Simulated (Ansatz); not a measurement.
**H₂S (triplet): wave-function methods side by side at distance H1–H2 along a hydrogen transfer = 0.783 Å, 6-31G**

Aim: climb from Hartree-Fock through coupled cluster and multireference methods for H₂S (triplet) at one geometry and basis, and see what each rung misses.

Computed with Ansatz 0.2.0, Gaussian basis. Level: 6-31G, core rule «outside noble gas», up to 5 orbitals frozen.

To be run: UHF; CCSD(T) on ROHF; CCSD(T) on UHF; BCCD(T) on ROHF; CISD; CCSDT(Q) on ROHF; CCSDT(Q) on UHF; CISDTQ; CCSDTQ on ROHF; CCSDTQ on UHF; CASSCF and MRCISD+Q, 4 electrons in 4 orbitals; CASSCF and NEVPT2, 4 electrons in 4 orbitals; CASSCF and MRCISD+Q, 8 electrons in 6 orbitals; CASSCF and NEVPT2, 8 electrons in 6 orbitals; Full CI.

7 further runs of the same task are left out: 7 that didn't finish.

### Step 1. The system

The geometry derives from fragments relaxed apart (PBE0/def2-TZVP) and kept rigid, so it is no stationary point. A hydrogen atom is moved between rigid fragments.

3 atoms, charge 0, spin multiplicity 3.

Atoms are counted from 1 here; the program's logs count them from 0.

Bond lengths: H1–H2 0.783 Å, H2–S3 1.609 Å. Angles: H1–H2–S3 180.0°.

### Step 2. UHF

Contents of in.yaml:

```yaml
crystal:
  periodic: [false, false, false]
  atoms:
    - {symbol: H, position_ang: [0.000000, 0.000000, -1.058333]}
    - {symbol: H, position_ang: [0.000000, 0.000000, -0.275333]}
    - {symbol: S, position_ang: [0.000000, 0.000000, 1.333667]}
basis:
  gaussian: {orbitals: 6-31G}
magnetization: {spin_polarized: true, initial_magnetization: 2}
hamiltonian: {xc: hf}
output: {orbitals: {seedname: orbitals}}
```

On the command line:

```sh
$ ansatz run in.yaml --threads 1 --pin off --events-out ev --progress --plain --max-ram 2393MiB
```

Further steps of the session: CCSD(T) on ROHF; CCSD(T) on UHF; BCCD(T) on ROHF; CISD; CCSDT(Q) on ROHF; CCSDT(Q) on UHF; CISDTQ; CCSDTQ on ROHF; CCSDTQ on UHF; CASSCF and MRCISD+Q, 4 electrons in 4 orbitals; CASSCF and NEVPT2, 4 electrons in 4 orbitals; CASSCF and MRCISD+Q, 8 electrons in 6 orbitals; CASSCF and NEVPT2, 8 electrons in 6 orbitals; Full CI.

Q: Predict the results of all the runs planned. Wanted: FCI below the RHF energy; RMP2 from FCI; UMP2 from FCI; RCCSD from FCI; RCCSD(T) from FCI; UCCSD(T) from FCI; RCCSDT(Q) from FCI; UCCSDT(Q) from FCI; NEVPT2 pair from FCI.

As calculated:

| quantity | value |
| --- | --- |
| FCI below the RHF energy | -1.5729 eV |
| RMP2 from FCI | +412.1 meV |
| UMP2 from FCI | +386.7 meV |
| RCCSD from FCI | +15.6 meV |
| RCCSD(T) from FCI | +3.6 meV |
| UCCSD(T) from FCI | +3.5 meV |
| RCCSDT(Q) from FCI | +0.1 meV |
| UCCSDT(Q) from FCI | 0.0 meV |
| NEVPT2 pair from FCI | +242.5 meV |
| NEVPT2 valence from FCI | +294.5 meV |
| MRCISD+Q valence from FCI | +10.4 meV |
| levels within 1 kcal/mol (43 meV) | RCCSD, UCCSD, RCCSD(T), UCCSD(T), BCCD(T), RCCSDT, UCCSDT, CISDTQ, RCCSDT(Q), UCCSDT(Q), RCCSDTQ, UCCSDTQ, MRCISD valence, MRCISD+Q valence |
| T1 diagnostic | 0.021 |
| effectively unpaired electrons | 2.01 |

RCCSD(T) misses by +3.6 meV, 0.2 % of the correlation energy. One determinant dominates. Of the multireference levels listed MRCISD+Q valence comes nearest in total energy (+10.4 meV), which doesn't show that its space is the better one. These misses are within one basis, not against nature; the frozen cores of restricted and unrestricted runs differ, which can shift their rows.
